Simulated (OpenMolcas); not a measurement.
**A workflow on quartet H2O+**

Wanted: a single-point energy (UHF/6-31G), then the energy (CASSCF(3,3)/6-31G), then a single-point energy (CASPT2(3,3)/6-31G), then the energy (SC-NEVPT2(3,3)/6-31G), then the energy (MRCI(3,3)/6-31G) of quartet H2O+. 

The calculation is run with OpenMolcas 26.06.

## 1. The system as given

The species is H2O+ (3 atoms), meant as a quartet with charge +1. SMILES of the parent species: `[OH2+]`. The shape is that of a GFN2-xTB optimisation. That shape belongs to the parent species and isn't relaxed for this state.

Bond lengths: O1–H2 1.005 Å, O1–H3 1.005 Å. Angles: H2–O1–H3 120.7°.

## 2. A single-point energy at UHF/6-31G (run 1)

File coord.xyz:

```xyz
3

O     -0.257730     0.170410    -0.119700
H      0.490020     0.658280     0.340630
H     -0.232290    -0.828700    -0.220940
```

File step1.input:

```
&GATEWAY
BasLib = $CurrDir
Coord = coord.xyz
Basis = 6-31G
Group = NoSym
&SEWARD
&SCF
UHF
Charge = 1
Spin = 4
Scramble = 0.25
PrOrbitals = 1 1
```

The basis set 6-31G is read from a file made from the Basis Set Exchange's data (not shown).

Run with:

```bash
$ export MOLCAS_MEM=1860
$ pymolcas step1.input > step1.log
```

Output:

```text
--- Start Module: gateway ---
[...]
--- Stop Module: gateway /rc=_RC_ALL_IS_WELL_ ---
--- Start Module: seward ---
[...]
      Basis functions           13
--- Stop Module: seward /rc=_RC_ALL_IS_WELL_ ---
--- Start Module: scf ---
[...]
       Convergence after  18 Iterations
[...]
::    Total SCF energy                                -75.1931437334
[...]
      Total spin, S                                     1.5006621948
[...]
      Total electronic charge=    9.000000
      Total            charge=    1.000000
[...]
      Dipole Moment (debye):
      Origin of the operator (angstrom)=   -0.2145    0.1418   -0.0996
                   X= -7.4378E-02               Y=  5.1020E-02               Z= -3.4332E-02           Total=  9.6508E-02
      Center of Charge (angstrom)
[...]
--- Stop Module: scf /rc=_RC_ALL_IS_WELL_ ---
[...]
```

Run time: 1.9 s. Hardware: 1 thread of Intel Xeon Platinum 8488C (Sapphire Rapids), shared host; peak memory 0.37 GiB.

## 3. The energy at CASSCF(3,3)/6-31G (run 2)

coord.xyz is that of step 2.

File step2.inp:

```
* H2O CASSCF
&GATEWAY
BASLIB=$CurrDir
COORD=coord.xyz
BASIS=6-31G
GROUP=NoSym
&SEWARD
&RASSCF
FILEORB=$CurrDir/step1.UnaOrb
SPIN=4
NACTEL=3 0 0
INACTIVE=3
RAS2=3
ORBLISTING=Nothing
ORBAPPEAR=Compact
```

The basis set 6-31G is read from a file made from the Basis Set Exchange's data (not shown).

Run with:

```bash
$ export MOLCAS_MEM=1860
$ pymolcas step2.inp > step2.log
```

Output:

```text
--- Start Module: gateway ---
[...]
--- Stop Module: gateway /rc=_RC_ALL_IS_WELL_ ---
--- Start Module: seward ---
[...]
      Basis functions           13
--- Stop Module: seward /rc=_RC_ALL_IS_WELL_ ---
--- Start Module: rasscf ---
[...]
      Number of active orbitals                  3
[...]
      Spin quantum number                      1.5
[...]
      Active orbitals                            3
[...]
      Number of CSFs                             1
[...]
      Number of root(s) required                 1
[...]
      Convergence after  6 iterations
[...]
      printout of CI-coefficients larger than  0.05 for root  1
      energy=     -75.190551
      conf/sym  111     Coeff  Weight
             1  uuu   1.00000 1.00000
      Natural orbitals and occupation numbers for root  1
      sym 1:   1.000000   1.000000   1.000000
      ************************************************************************************************************************
      *                                                    Final results                                                     *
[...]
::    RASSCF root number  1 Total energy:    -75.19055148
[...]
      Total electronic charge=    9.000000
      Total            charge=    1.000000
[...]
      Dipole Moment (debye):
      Origin of the operator (angstrom)=   -0.2145    0.1418   -0.0996
                   X= -7.0119E-02               Y=  4.8126E-02               Z= -3.2362E-02           Total=  9.0996E-02
      Center of Charge (angstrom)
[...]
--- Stop Module: rasscf /rc=_RC_ALL_IS_WELL_ ---
[...]
```

Wall time 1.7 s (1 thread of Intel Xeon Platinum 8488C (Sapphire Rapids), shared host); peak memory 0.37 GiB.

## 4. The energy at CASPT2(3,3)/6-31G (run 3)

coord.xyz is that of step 3.

File step3.inp:

```
&GATEWAY
  BasLib = $CurrDir
  Coord = coord.xyz
  Basis = 6-31G
  Group = NoSym

&SEWARD

&RASSCF
  FileOrb = $CurrDir/step2.RasOrb
  Spin = 4
  Nactel = 3 0 0
  Inactive = 3
  Ras2 = 3
  OrbListing = Nothing
  OrbAppear = Compact

&CASPT2
  Imaginary = 0.1
  Frozen = 1
```

The basis set 6-31G is read from a file made from the Basis Set Exchange's data (not shown).

Run with:

```bash
$ export MOLCAS_MEM=1860
$ pymolcas step3.inp > step3.log
```

Output:

```text
--- Start Module: gateway ---
[...]
--- Stop Module: gateway /rc=_RC_ALL_IS_WELL_ ---
[...]
      Basis functions           13
[...]
--- Start Module: rasscf ---
[...]
      Number of active orbitals                  3
[...]
      Spin quantum number                      1.5
[...]
      Active orbitals                            3
[...]
      Number of CSFs                             1
[...]
      Number of root(s) required                 1
[...]
      Convergence after  4 iterations
[...]
      printout of CI-coefficients larger than  0.05 for root  1
      energy=     -75.190551
      conf/sym  111     Coeff  Weight
             1  uuu   1.00000 1.00000
      Natural orbitals and occupation numbers for root  1
      sym 1:   1.000000   1.000000   1.000000
      ************************************************************************************************************************
      *                                                    Final results                                                     *
[...]
::    RASSCF root number  1 Total energy:    -75.19055148
[...]
      Total electronic charge=    9.000000
      Total            charge=    1.000000
[...]
      Dipole Moment (debye):
      Origin of the operator (angstrom)=   -0.2145    0.1418   -0.0996
                   X= -7.0130E-02               Y=  4.8120E-02               Z= -3.2369E-02           Total=  9.1003E-02
      Center of Charge (angstrom)
[...]
--- Stop Module: rasscf /rc=_RC_ALL_IS_WELL_ ---
--- Start Module: caspt2 ---
[...]
 ###    WARNING: User changed nr of frozen orbitals.                         ###
 ###############################################################################
[...]
      E2 (Variational):          -0.0679592808
      Total energy:             -75.2585107645
[...]
      Reference weight:           0.97942
[...]
::    CASPT2 Root  1     Total energy:    -75.25851076
[...]
--- Stop Module: caspt2 /rc=_RC_ALL_IS_WELL_ ---
[...]
```

It took 1.8 s on 1 thread of Intel Xeon Platinum 8488C (Sapphire Rapids), shared host; peak memory 0.37 GiB.

## 5. A single-point energy at SC-NEVPT2(3,3)/6-31G (run 4)

coord.xyz is that of step 4.

File step4.input:

```
* H2O NEVPT2

&GATEWAY
  BasLib=$CurrDir
  Coord=coord.xyz
  Basis=6-31G
  Group=NoSym

&SEWARD

&RASSCF
  FileOrb=$CurrDir/step2.RasOrb
  Spin=4
  Nactel=3 0 0
  Inactive=3
  Ras2=3
  OrbListing=Nothing
  OrbAppear=Compact

&CASPT2
  SC-NEVPT2
  Frozen=1
```

The basis set 6-31G is read from a file made from the Basis Set Exchange's data (not shown).

Run with:

```bash
$ export MOLCAS_MEM=1860
$ pymolcas step4.input > step4.log
```

Output:

```text
--- Start Module: gateway ---

                                              &GATEWAY

                       available to each process: 1.9 GB of memory, 1 thread

 Basis Set     1 Label: O.6-31G
 Basis set is read from library:.
 basistype.tbl is not found

 Basis Set     2 Label: H.6-31G
 Basis set is read from library:.
 basistype.tbl is not found

++    Symmetry information:
      ---------------------

                    Character Table for C1

                             E
                    a        1  x, y, xy, Rz, z, xz, Ry, yz, Rx, I
--

++    Basis set information:
      ----------------------

      Basis set label: O.6-31G.........

[... 177 lines left out ...]
                                         RASSCF iterations: Energy and convergence statistics
[... 19 lines left out ...]
      printout of CI-coefficients larger than  0.05 for root  1
[... 4 lines left out ...]
      Natural orbitals and occupation numbers for root  1
[... 10 lines left out ...]
      RASSCF energy for state  1                    -75.19055148
[... 13 lines left out ...]
      Von Neumann Entropy (Root   1) =  1.50000
[... 59 lines left out ...]
      Spin density orbitals for root   1 are written to the SPDORB.1 file
[... 74 lines left out ...]
 Compute H0 matrices for state    1
[... 4 lines left out ...]
********************************************************************************
  NEVPT2 EQUATION SOLUTION
--------------------------------------------------------------------------------
 ###############################################################################
 ###    Location: AixRd                                                      ###
 ###    File: LUCIEX                                                         ###
 ###    Premature abort while reading buffer from disk                       ###
 ###    End of file reached                                                  ###
 ###############################################################################

--- Stop Module: caspt2 /rc=-6 ---

.########################.
.# Non-zero return code #.
.########################.

    Timing: Wall=1.53 User=1.14 System=0.31
```

It took 1.7 s on 1 thread of Intel Xeon Platinum 8488C (Sapphire Rapids), shared host; peak memory 0.37 GiB.

The program stopped with an error.

## 6. A single-point energy at MRCI(3,3)/6-31G (run 5)

coord.xyz is that of step 5.

File step5.input:

```
>>> EXPORT MOLCAS_PRINT=2
&GATEWAY
BasLib=$CurrDir
Coord=coord.xyz
Basis=6-31G
Group=NoSym
&SEWARD
&RASSCF
FileOrb=$CurrDir/step2.RasOrb
Spin=4
Nactel=3 0 0
Inactive=3
Ras2=3
OrbListing=Nothing
OrbAppear=Compact
&MOTRA
LumOrb
Frozen=1
&GUGA
Electrons=7
Spin=4
Inactive=2
Active=3
CIAll=1
&MRCI
SDCI
```

The basis set 6-31G is read from a file made from the Basis Set Exchange's data (not shown).

Run with:

```bash
$ export MOLCAS_MEM=1860
$ pymolcas step5.input > step5.log
```

Output:

```text
--- Start Module: gateway ---
[...]
--- Stop Module: gateway /rc=_RC_ALL_IS_WELL_ ---
[...]
      Basis functions           13
[...]
      Number of active orbitals                  3
[...]
      Spin quantum number                      1.5
[...]
      Active orbitals                            3
[...]
      Number of CSFs                             1
[...]
      Number of root(s) required                 1
[...]
      Convergence after  4 iterations
[...]
      printout of CI-coefficients larger than  0.05 for root  1
      energy=     -75.190551
      conf/sym  111     Coeff  Weight
             1  uuu   1.00000 1.00000
      Natural orbitals and occupation numbers for root  1
      sym 1:   1.000000   1.000000   1.000000
      ************************************************************************************************************************
      *                                                    Final results                                                     *
[...]
::    RASSCF root number  1 Total energy:    -75.19055148
[...]
      Dipole Moment (debye):
      Origin of the operator (angstrom)=   -0.2145    0.1418   -0.0996
                   X= -7.0130E-02               Y=  4.8120E-02               Z= -3.2369E-02           Total=  9.1003E-02
      Center of Charge (angstrom)
[...]
      *** WARNING: Default frozen orbitals is overwritten by user input.
      *** Default values:   1
[...]
--- Start Module: guga ---
[...]
--- Stop Module: guga /rc=_RC_ALL_IS_WELL_ ---
--- Start Module: mrci ---
[...]
       (But an ACPF correction will be computed)
       USE THE DEFAULT ACPF G-VALUE GFAC=  0.28571428571428570
[...]
                      CI ENERGY:   -75.26964794
[...]
                ACPF CORRECTION:    -0.00205546
[...]
      Total electronic charge=    9.000000
      Total            charge=    1.000000
[...]
     ACPF CORRECTION:     -0.00205546
[...]
  CI State   1     Total energy:    -75.26964794     QDav:     -0.00290787     QACPF:     -0.00205546
[...]
--- Stop Module: mrci /rc=_RC_ALL_IS_WELL_ ---
[...]
```

It took 1.8 s on 1 thread of Intel Xeon Platinum 8488C (Sapphire Rapids), shared host; peak memory 0.37 GiB.

## 7. Outcome

| quantity | value |
| --- | --- |
| run 1, UHF/6-31G: total energy | -75.19314 Eh |
| run 1, UHF/6-31G: HOMO energy (highest over α and β) | -14.19 eV |
| run 1, UHF/6-31G: LUMO energy (lowest over α and β) | -13.00 eV |
| run 1, UHF/6-31G: ⟨S²⟩ | 3.753 |
| run 2, CASSCF(3,3)/6-31G: total energy | -75.19055 Eh |
| run 3, CASPT2(3,3)/6-31G: total energy | -75.25851 Eh |
| run 5, MRCI(3,3)/6-31G: total energy | -75.26965 Eh |
| run 4, SC-NEVPT2(3,3)/6-31G | no result (crashed) |

Mulliken charges (run 2, CASSCF(3,3)/6-31G) run from +0.18 on H3 to +0.64 on O1. Mulliken charges (run 3, CASPT2(3,3)/6-31G) of the CASSCF density run from +0.18 on H3 to +0.64 on O1; they depend strongly on the basis. Mulliken charges (run 5, MRCI(3,3)/6-31G) of the CASSCF density run from +0.18 on H3 to +0.64 on O1. 1 of the 5 runs did not end normally.
